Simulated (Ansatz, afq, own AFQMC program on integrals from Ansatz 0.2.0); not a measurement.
## CH2Al, doublet in cc-pVDZ, levels against CCSDT(Q)

```xyz
4

Al    0.0000    0.3387    0.6758
C     0.0000   -0.1047   -1.1059
H     0.0000    0.7214    2.2135
H     0.0000   -0.9555   -1.7834
```

Connectivity, by distances: AlH–CH.

Basis cc-pVDZ. Only valence electrons are correlated. Ansatz 0.2.0 and our own AFQMC program on the same integrals; the CISD trial comes from CCSD amplitudes, and released means the phaseless constraint is let go. Uncertainties: one standard error, sampling alone.

Determinant: ROHF, the one that the program's search chose, which needn't be the lowest solution. The geometry is a point of a scan.

No full CI on the walks' own integrals is used here; CCSDT(Q) serves as the reference and is uncertain by about the last step of the cluster series.

Cautions: higher spins were not checked; a spin-contaminated unrestricted determinant lies lower (UHF 380 meV lower, ⟨S²⟩ 1.33).

- T1 diagnostic: 0.0345
- weight of the determinant in the CISD state: 0.859
- size of the correlated space: 9 electrons in 36 orbitals

```tsv
level	correlation energy (eV)
MP2	-4.9452
CCSD	-5.6985
CCSD(T)	-5.9477
```

Question: Estimate where AFQMC with the constraint released lies against CCSD(T) on the same integrals.

Answer: 1.46 ± 0.58 kcal/mol below CCSD(T).

Reference: CCSDT(Q), correlation energy -6.013 eV. The released energy is read at 2.40 1/Eh (meV from the phaseless value at times in 1/Eh: -2 ± 14 at 0.24, -14 ± 13 at 0.51, -54 ± 18 at 0.99, -74 ± 21 at 1.62, -63 ± 25 at 2.40).

| level | E − E(reference) (kcal/mol) | share of correlation (%) |
| --- | --- | --- |
| CCSD(T) | 1.51 | 98.91 |
| CCSDT | 0.55 | 99.60 |
| ph-AFQMC/CISD | 1.49 ± 0.40 | 98.92 |
| released AFQMC | 0.05 ± 0.58 | 99.96 |

A walk keeps the symmetry of its determinant, which the program's search chose and which needn't be the lowest solution, so a lower state of the same spin and another symmetry isn't excluded. Released energies are given only where the last usable release times agree within the noise; a slower fall can still hide under it.
